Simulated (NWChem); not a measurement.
# C3H7 (SMILES C[CH]C) at 6 levels

We compute a comparison of 6 runs (U-r2SCAN/6-311+G**, U-revPBE/6-311+G**, UBLYP/6-311+G**, UPBE/6-311+G**, USVWN5/6-311+G**, UTPSS/6-311+G**) of C3H7. 

The calculation is run with NWChem 7.3.0.

### Step 1. Starting point

C3H7 has 10 atoms, charge 0, and is taken as a doublet. SMILES: `C[CH]C`. The C3–H9 distance was set to 1.965 Å, away from the relaxed value. At this shape a bond of the SMILES string is far longer than usual.

Bond lengths: C1–C2 1.481 Å, C2–C3 1.481 Å, C1–H4 1.096 Å, C1–H5 1.092 Å, C1–H6 1.102 Å, C2–H7 1.084 Å, C3–H8 1.096 Å, C3–H10 1.102 Å. Some angles: C1–C2–C3 120.7°, C1–C2–H7 119.0°, C3–C2–H7 119.0°, C2–C1–H4 111.4°, C2–C1–H5 112.2°, C2–C1–H6 111.9°, C2–C3–H8 111.4°, C2–C3–H10 111.9°, H4–C1–H5 108.1°, H4–C1–H6 105.9°.

### Step 2. A single-point energy at U-r2SCAN/6-311+G(d,p) (run 1)

a.nw

```
START a
TITLE "C3H7"
memory stack 880 mb heap 220 mb global 1100 mb

GEOMETRY units angstroms noautosym nocenter noautoz
  C    -1.267827    1.409406   -0.846059
  C    -0.175027    0.484706   -0.466859
  C    -0.134527   -0.124794    0.882241
  H    -2.249427    0.999406   -0.580659
  H    -1.269327    1.628306   -1.915559
  H    -1.190427    2.374306   -0.319459
  H     0.704373    0.423306   -1.097959
  H    -1.107727   -0.546194    1.160641
  H     1.208800   -1.552900    1.010400
  H     0.107873    0.616706    1.660641
END

BASIS spherical bse
  C library 6-311+G**
  H library 6-311+G**
END

DFT
  xc r2scan
  mult 2
  grid fine
  convergence energy 1e-08
  iterations 100
  mulliken
  print low
END

TASK dft
```

Launch:

```
nwchem a.nw > a.out
```

Output:

```text
[...]
 d= 0,ls=0.0,diis     1   -118.2756413143 -1.92D+02  3.96D-03  7.40D-02     4.1
[...]
 d= 0,ls=0.0,diis    18   -118.3090522939 -3.32D-10  3.60D-07  7.72D-12    65.0
[...]
         Total DFT energy =     -118.309052293901
      One electron energy =     -302.923429321289
           Coulomb energy =      129.652274172015
    Exchange-Corr. energy =      -18.644239679432
 Nuclear repulsion energy =       73.606342534806
[...]
      Total Density - Mulliken Population Analysis
     ---------------------------------------------
    Atom       Charge   Shell Charges
 -----------   ------   -------------------------------------------------------
    1 C    6     6.60   1.10  0.88  0.63  0.75  1.55  0.48  0.89  0.22  0.04  0.05
    2 C    6     5.95   1.11  0.88  0.61  0.76  1.46  0.53  0.78 -0.27  0.04  0.05
    3 C    6     6.42   1.11  0.88  0.58  0.76  1.42  0.58  0.92  0.05  0.08  0.04
    4 H    1     0.85   0.27  0.48  0.07  0.03
    5 H    1     0.84   0.27  0.49  0.06  0.03
    6 H    1     0.84   0.27  0.48  0.07  0.03
    7 H    1     0.83   0.27  0.48  0.06  0.03
    8 H    1     0.84   0.27  0.48  0.06  0.03
    9 H    1     1.00   0.17  0.46  0.37  0.00
   10 H    1     0.83   0.26  0.48  0.06  0.03
[...]
      <S2> =      0.8624 (Exact =     0.7500)
[...]
```

Run time: 66 s. Hardware: 1 thread of AMD EPYC 7R13 (Zen 3), shared host; peak memory 0.11 GiB.

### Step 3. A single-point energy at U-revPBE/6-311+G(d,p) (run 2)

mymol.nw

```
start mymol
title "C3H7 revPBE"
memory 2200 mb

geometry units angstroms noautosym nocenter noautoz
 C    -1.267827    1.409406   -0.846059
 C    -0.175027    0.484706   -0.466859
 C    -0.134527   -0.124794    0.882241
 H    -2.249427    0.999406   -0.580659
 H    -1.269327    1.628306   -1.915559
 H    -1.190427    2.374306   -0.319459
 H     0.704373    0.423306   -1.097959
 H    -1.107727   -0.546194    1.160641
 H     1.208800   -1.552900    1.010400
 H     0.107873    0.616706    1.660641
end

basis spherical bse
 * library 6-311+G**
end

dft
 xc revpbe cpbe96
 mult 2
 grid fine
 convergence energy 1e-08
 iterations 100
 mulliken
 print medium
end

task dft
```

Launch:

```
nwchem mymol.nw > mymol.out
```

Output:

```text
[...]
          Wavefunction type:  spin polarized.
          No. of atoms     :    10
          No. of electrons :    25
[...]
          Charge           :     0
          Spin multiplicity:     2
[...]
          AO basis - number of functions:   108
[...]
              XC Information
              --------------
                        RevPBE Exchange Functional  1.000
            Perdew 1991 LDA Correlation Functional  1.000 local
           PerdewBurkeErnz. Correlation Functional  1.000 non-local
[...]
 d= 0,ls=0.0,diis     1   -118.3199523687 -1.92D+02  3.21D-03  1.09D-01     3.4
[...]
 d= 0,ls=0.0,diis    15   -118.3563974291 -1.79D-09  1.14D-07  1.22D-11    43.5
[...]
         Total DFT energy =     -118.356397429065
      One electron energy =     -302.927359817368
           Coulomb energy =      129.652437962993
    Exchange-Corr. energy =      -18.687818109496
 Nuclear repulsion energy =       73.606342534806
[...]
      Total Density - Mulliken Population Analysis
     ---------------------------------------------
    Atom       Charge   Shell Charges
 -----------   ------   -------------------------------------------------------
    1 C    6     6.64   1.11  0.88  0.65  0.75  1.56  0.48  0.87  0.23  0.06  0.04
    2 C    6     5.93   1.11  0.88  0.62  0.77  1.46  0.51  0.77 -0.30  0.07  0.05
    3 C    6     6.44   1.11  0.88  0.59  0.77  1.42  0.58  0.88  0.06  0.11  0.04
    4 H    1     0.84   0.27  0.48  0.07  0.02
    5 H    1     0.83   0.28  0.48  0.06  0.02
    6 H    1     0.83   0.27  0.48  0.06  0.02
    7 H    1     0.83   0.28  0.47  0.06  0.02
    8 H    1     0.84   0.27  0.48  0.06  0.02
    9 H    1     0.99   0.17  0.47  0.35  0.00
   10 H    1     0.82   0.27  0.47  0.06  0.02
[...]
      <S2> =      0.7618 (Exact =     0.7500)
[...]
```

Run time: 44 s. Hardware: 1 thread of AMD EPYC 7R13 (Zen 3), shared host; peak memory 0.12 GiB.

Runs 3 to 4 aren't shown in full; the table further down has their settings and results.

### Step 4. The energy at USVWN5/6-311+G(d,p) (run 5)

run.py

```python
from ase import Atoms
from ase.calculators.nwchem import NWChem

atoms = Atoms(['C', 'C', 'C', 'H', 'H', 'H', 'H', 'H', 'H', 'H'], positions=[
    [-1.267827, 1.409406, -0.846059],
    [-0.175027, 0.484706, -0.466859],
    [-0.134527, -0.124794, 0.882241],
    [-2.249427, 0.999406, -0.580659],
    [-1.269327, 1.628306, -1.915559],
    [-1.190427, 2.374306, -0.319459],
    [0.704373, 0.423306, -1.097959],
    [-1.107727, -0.546194, 1.160641],
    [1.208800, -1.552900, 1.010400],
    [0.107873, 0.616706, 1.660641],
])

calc = NWChem(
    label='calc',
    theory='dft',
    memory='2200 mb',
    basis='6-311+G**',
    basispar='spherical bse',
    dft={'xc': 'slater vwn_5', 'mult': '2', 'grid': 'fine', 'convergence': 'energy 1e-08', 'iterations': '100', 'mulliken': None},
    task='energy',
)
atoms.calc = calc

print("Total energy (eV):", round(atoms.get_potential_energy(), 6))
```

Launch:

```
export ASE_NWCHEM_COMMAND="nwchem PREFIX.nwi > PREFIX.nwo"
python run.py
```

Output:

```text
Total energy (eV): -3190.273318
```

The calculator wrote calc.nwi:

```
title "calc"

permanent_dir calc

scratch_dir calc

start calc

geometry units angstrom nocenter noautosym noautoz
  C  -1.2678270000000000e+00 1.4094059999999999e+00 -8.4605900000000001e-01
  C  -1.7502699999999999e-01 4.8470600000000003e-01 -4.6685900000000002e-01
  C  -1.3452700000000001e-01 -1.2479400000000000e-01 8.8224100000000005e-01
  H  -2.2494269999999998e+00 9.9940600000000002e-01 -5.8065900000000004e-01
  H  -1.2693270000000001e+00 1.6283060000000000e+00 -1.9155590000000000e+00
  H  -1.1904269999999999e+00 2.3743059999999998e+00 -3.1945899999999999e-01
  H  7.0437300000000003e-01 4.2330600000000002e-01 -1.0979589999999999e+00
  H  -1.1077269999999999e+00 -5.4619399999999996e-01 1.1606410000000000e+00
  H  1.2088000000000001e+00 -1.5528999999999999e+00 1.0104000000000000e+00
  H  1.0787300000000000e-01 6.1670599999999998e-01 1.6606410000000000e+00
end

memory 2200 mb

basis spherical bse noprint
   * library 6-311+G**
end

dft
  xc slater vwn_5
  mult 2
  grid fine
  convergence energy 1e-08
  iterations 100
  mulliken
end

task dft energy
```

calc.nwo:

```text
Northwest Computational Chemistry Package (NWChem) 7.3.0
             --------------------------------------------------------

           Job information
           ---------------

    nwchem branch   = 7.3.0
    use scalapack   = T
    input           = calc.nwi
    prefix          = calc.
    data base       = calc/calc.db
    status          = startup
    nproc           =        1

           Memory information
           ------------------

    heap     =     72089594 doubles =      550.0 Mbytes
    stack    =     72089599 doubles =      550.0 Mbytes
    global   =    144179200 doubles =     1100.0 Mbytes (distinct from heap & stack)
    total    =    288358393 doubles =     2200.0 Mbytes
    verify   = yes
    hardfail = no

           Directory information
           ---------------------

  0 permanent = calc
  0 scratch   = calc

                                NWChem Input Module
                                -------------------

                                       calc
                                       ----

[... 24 lines left out ...]
            Nuclear Dipole moment (a.u.)
[... 66 lines left out ...]
  convergence criterion.
[... 16 lines left out ...]
          Convergence on density requested:  1.00D-05
[... 18 lines left out ...]
          Spatial weights used:  Erf1
[... 3 lines left out ...]
          Convergence aids based upon iterative change in
[... 82 lines left out ...]
         Total DFT energy =     -117.240382947266
[... 1 line left out ...]
           Coulomb energy =      129.546675237436
[... 1 line left out ...]
 Nuclear repulsion energy =       73.606342534806
[... 767 lines left out ...]
                     DFT Final Beta Molecular Orbital Analysis
[... 852 lines left out ...]
   alpha    101    102    103    104    105    106    107    108
    beta    101    102    103    104    105    106    107    108
 overlap   1.000  1.000  1.000  1.000  1.000  0.984  0.984  1.000

     --------------------------
     Expectation value of S2:
     --------------------------
      <S2> =      0.7546 (Exact =     0.7500)

 center of mass
 --------------
 x =  -0.99870649 y =   1.10630442 z =  -0.23046040

 moments of inertia (a.u.)
 ------------------
         197.011594063013          60.886580443638         -46.922675901934
          60.886580443638         177.293375352380          76.496857865322
         -46.922675901934          76.496857865322         156.994030347145

     Multipole analysis of the density
     ---------------------------------

     L   x y z        total         alpha         beta         nuclear
     -   - - -        -----         -----         ----         -------
     0   0 0 0     -0.000000    -13.000000    -12.000000     25.000000

     1   1 0 0     -0.326256     12.531852     12.199938    -25.058046
[... 8 lines of this table left out ...]
     2   0 0 2    -16.121718    -46.518546    -43.569046     73.965875

 Task  times  cpu:       23.2s     wall:       23.2s
 Total times  cpu:       23.2s     wall:       23.2s
```

It took 25 s on 1 thread of AMD EPYC 7R13 (Zen 3), shared host; peak memory 0.12 GiB.

### Step 5. The energy at UTPSS/6-311+G(d,p) (run 6)

m1.xyz

```xyz
10

C     -1.267827     1.409406    -0.846059
C     -0.175027     0.484706    -0.466859
C     -0.134527    -0.124794     0.882241
H     -2.249427     0.999406    -0.580659
H     -1.269327     1.628306    -1.915559
H     -1.190427     2.374306    -0.319459
H      0.704373     0.423306    -1.097959
H     -1.107727    -0.546194     1.160641
H      1.208800    -1.552900     1.010400
H      0.107873     0.616706     1.660641
```

m1.nw

```
start m1
memory total 2200 mb
charge 0

geometry units angstroms noautosym nocenter noautoz
 load format xyz m1.xyz
end

basis "ao basis" spherical bse
 * library 6-311+G**
end

dft
 xc xtpss03 ctpss03
 mult 2
 grid fine
 convergence energy 1e-08
 iterations 100
 mulliken
 noprint "final vectors analysis"
end

task dft energy
```

Launch:

```
nwchem m1.nw > m1.out
```

Output:

```text
[...]
          Wavefunction type:  spin polarized.
          No. of atoms     :    10
          No. of electrons :    25
[...]
          Charge           :     0
          Spin multiplicity:     2
[...]
          AO basis - number of functions:   108
[...]
              XC Information
              --------------
                  TPSS metaGGA Exchange Functional  1.000
             TPSS03 metaGGA Correlation Functional  1.000
[...]
 d= 0,ls=0.0,diis     1   -118.3749749232 -1.92D+02  3.70D-03  8.48D-02     4.0
[...]
 d= 0,ls=0.0,diis    16   -118.4136215034 -2.92D-09  5.58D-07  5.13D-11    59.5
[...]
         Total DFT energy =     -118.413621503445
      One electron energy =     -302.931096921910
           Coulomb energy =      129.670090445790
    Exchange-Corr. energy =      -18.758957562131
 Nuclear repulsion energy =       73.606342534806
[...]
      Total Density - Mulliken Population Analysis
     ---------------------------------------------
    Atom       Charge   Shell Charges
 -----------   ------   -------------------------------------------------------
    1 C    6     6.61   1.10  0.89  0.64  0.74  1.54  0.48  0.87  0.24  0.06  0.05
    2 C    6     5.94   1.11  0.89  0.62  0.77  1.45  0.52  0.78 -0.29  0.05  0.05
    3 C    6     6.43   1.11  0.89  0.59  0.77  1.41  0.57  0.89  0.07  0.10  0.04
    4 H    1     0.85   0.27  0.50  0.06  0.02
    5 H    1     0.84   0.28  0.50  0.05  0.02
    6 H    1     0.84   0.27  0.50  0.05  0.02
    7 H    1     0.83   0.28  0.49  0.04  0.02
    8 H    1     0.84   0.27  0.49  0.05  0.02
    9 H    1     1.00   0.17  0.49  0.34  0.00
   10 H    1     0.83   0.27  0.49  0.04  0.02
[...]
      <S2> =      0.7927 (Exact =     0.7500)
[...]
```

Wall time 60 s (1 thread of AMD EPYC 7R13 (Zen 3), shared host); peak memory 0.12 GiB.

### Step 6. Overview of the runs

```tsv
run	level	energy (Eh)	⟨S²⟩	wall time
1	U-r2SCAN/6-311+G**	-118.309052	0.862	66 s
2	U-revPBE/6-311+G**	-118.356397	0.762	44 s
3	UBLYP/6-311+G**	-118.319850	0.764	44 s
4	UPBE/6-311+G**	-118.215368	0.761	44 s
5	USVWN5/6-311+G**	-117.240383	0.755	25 s
6	UTPSS/6-311+G**	-118.413622	0.793	60 s
```

### Step 7. What came out

| quantity | value |
| --- | --- |
| run 6: total energy | -118.41362 Eh |
| run 6: dipole moment | 1.65 D |
| run 6: ⟨S²⟩ | 0.793 |

**Reading.** Over runs 2, 3, 4, 5, 6 the dipole moment (its size) runs from 1.49 D (USVWN5/6-311+G**) to 1.69 D (UBLYP/6-311+G**). Totals of different functionals can't be ranked against each other. Spin contamination of the reference: run 1 ⟨S²⟩ = 0.86. All runs together took 4.7 min, the longest 66 s.
